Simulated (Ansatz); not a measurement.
## Worked example: H$_{2}$Si–BH, triplet against H2Si–BH, singlet

Geometry (PBE0/def2-TZVP stationary point of a singlet), kept for both states (H2Si–BH, singlet: A1; H2Si–BH, triplet: A2):

```xyz
5

Si    0.0000    0.0000    0.5052
B     0.0000    0.0000   -1.3160
H     0.0000    1.2660    1.2662
H     0.0000   -1.2660    1.2662
H     0.0000    0.0000   -2.4954
```

Basis cc-pVDZ; Ansatz 0.2.0. Only valence electrons are correlated (noble-gas cores frozen). R marks a restricted (for open shells ROHF) determinant, U an unrestricted one.

Full CI isn't at hand for all of this; RCCSDT(Q) serves as the reference, and is uncertain by about the last step of the cluster series. The frozen core follows each run's orbitals, which can shift R against U totals by a few meV.

Unrestricted rows (U, and Kohn–Sham where it breaks symmetry) aren't spin-pure: their determinants' ⟨S²⟩ exceeds S(S+1) by up to 0.26, so they mix in states of higher spin.

| level | E(H2Si–BH, singlet) (hartree) | E(H2Si–BH, triplet) (hartree) |
| --- | --- | --- |
| UHF | -315.241613 | -315.237935 |
| RCCSD(T) | -315.459014 | -315.430137 |
| PBE | -315.815824 | -315.792523 |
| B3LYP | -316.043892 | -316.018412 |
| RCCSDT(Q) | -315.460812 | -315.431485 |

Task: Give the vertical gap, H2Si–BH triplet less H2Si–BH singlet, at each level in eV (1 hartree = 27.2114 eV), and each error against RCCSDT(Q).

Result: RCCSDT(Q): (-315.431485 − (-315.460812)) × 27.2114 = 0.798 eV (the reference)
B3LYP: (-316.018412 − (-316.043892)) × 27.2114 = 0.693 eV, error -0.105 eV
PBE: (-315.792523 − (-315.815824)) × 27.2114 = 0.634 eV, error -0.164 eV
RCCSD(T): (-315.430137 − (-315.459014)) × 27.2114 = 0.786 eV, error -0.012 eV
UHF: (-315.237935 − (-315.241613)) × 27.2114 = 0.100 eV, error -0.698 eV

Total energies of functionals can't be set beside those of wave-function methods, since they hold the core's correlation and their own absolute errors; only the differences compare.

In so small a basis the reference is far from its limit while semilocal and hybrid functionals are nearer theirs, so the functionals' errors here hold much of the reference's basis and frozen-core error, which can add to them or hide them.

Each level lands on the state that its own search finds. T1 diagnostics of restricted CCSD: 0.017 and 0.017.
